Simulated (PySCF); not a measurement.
First hyperpolarisability: trifluoromethoxymethane, C₂H₃F₃O

Geometry:
```
atom   x (Å)   y (Å)   z (Å)
  C1  -1.189   0.047  -0.124
  O2   0.044   0.756  -0.216
  C3   1.131   0.079   0.162
  F4   1.328  -1.033  -0.563
  F5   2.184   0.864   0.012
  F6   1.077  -0.311   1.445
  H7  -1.408  -0.213   0.913
  H8  -1.165  -0.852  -0.742
  H9  -1.947   0.730  -0.499
```

Level of theory: PySCF 2.14.0, quadratic response CAM-B3LYP/def2-TZVPD first hyperpolarisability, Taylor convention, gas phase. Geometry: PBE0-D3(BJ)/def2-TZVP.

Task: What is the first hyperpolarisability, and how does it disperse?

Result: In au, Taylor convention; the vector part is βᵢ = ⅓ Σⱼ (βᵢⱼⱼ + βⱼᵢⱼ + βⱼⱼᵢ); β∥ is 3/5 of the vector part along the dipole, the dipole points from − to +:
| process | λ (nm) | β vector norm | β∥ | β HRS | depolarisation ratio |
| --- | --- | --- | --- | --- | --- |
| static β(0;0,0) | ∞ | 86.1 | -51.3 | 32.1 | 7.96 |
| second harmonic β(−2ω;ω,ω) | 1907 | 87.7 | -52.2 | 32.7 | 7.97 |
| Pockels β(−ω;ω,0) | 1907 | 86.7 | -51.6 | – | – |
| second harmonic β(−2ω;ω,ω) | 1064 | 91.5 | -54.4 | 34.0 | 8.01 |
| Pockels β(−ω;ω,0) | 1064 | 87.8 | -52.3 | – | – |

Task: Which lowest excitations, dipole and polarisabilities go with it?

Result: S1 8.73 eV (f = 0.007); S2 9.27 eV (f = 0.019); S3 9.92 eV (f = 0.018); dipole 2.51 D; isotropic α 34.1 au static, 34.2 au at 1907 nm, 34.3 au at 1064 nm, 34.3 au at 953.5 nm, 34.7 au at 532 nm.
